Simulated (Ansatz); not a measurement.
Relaxation of C₂H₄Li (7 atoms, charge -1, multiplicity 1), to a largest force component of 0.015 eV/Å in at most 40 steps.

These are results of RKS PBE0-D4/6-31G* (Ansatz 0.2.0), not measurements.

```xyz
7
Properties=species:S:1:pos:R:3:forces:R:3
Li -2.055 -1.458 0.339 -0.53 -0.19 0.13
C -0.400 -0.612 0.352 0.91 -0.18 -1.26
C 0.435 0.616 -0.005 0.00 -0.43 0.14
H -0.056 -1.428 -0.428 -0.22 0.70 0.76
H 0.398 0.968 -1.063 -0.06 -0.15 0.20
H 0.160 1.479 0.615 -0.03 0.11 0.06
H 1.518 0.435 0.191 -0.06 0.14 -0.04
```

Problem. Where does it end, and by what steps?

Solution. The forces met the threshold. Limits of this set-up: an anion without diffuse functions, the dipole of an ion depends on the origin. After 6 steps the energy has fallen by 0.152 eV; Li1 moved furthest, 0.34 Å.

```json
{"step": "0", "energy less start (eV)": "0.0000", "largest force component (eV/Å)": "1.259", "accepted": "yes"}
{"step": "1", "energy less start (eV)": "-0.0757", "largest force component (eV/Å)": "0.601", "accepted": "yes"}
{"step": "2", "energy less start (eV)": "-0.1309", "largest force component (eV/Å)": "0.352", "accepted": "yes"}
{"step": "3", "energy less start (eV)": "-0.1299", "largest force component (eV/Å)": "0.326", "accepted": "no"}
{"step": "4", "energy less start (eV)": "-0.1500", "largest force component (eV/Å)": "0.044", "accepted": "yes"}
{"step": "5", "energy less start (eV)": "-0.1518", "largest force component (eV/Å)": "0.038", "accepted": "yes"}
{"step": "6", "energy less start (eV)": "-0.1520", "largest force component (eV/Å)": "0.007", "accepted": "yes"}
```

```xyz
7
Properties=species:S:1:pos:R:3
Li -2.176 -1.218 0.554
C -0.312 -0.741 0.167
C 0.415 0.571 -0.011
H 0.148 -1.460 -0.549
H 0.440 0.972 -1.047
H -0.006 1.376 0.612
H 1.490 0.500 0.274
```

The run took 12 s on 1 thread of Arm Neoverse V2, on a shared host, peak memory 0.11 GiB.
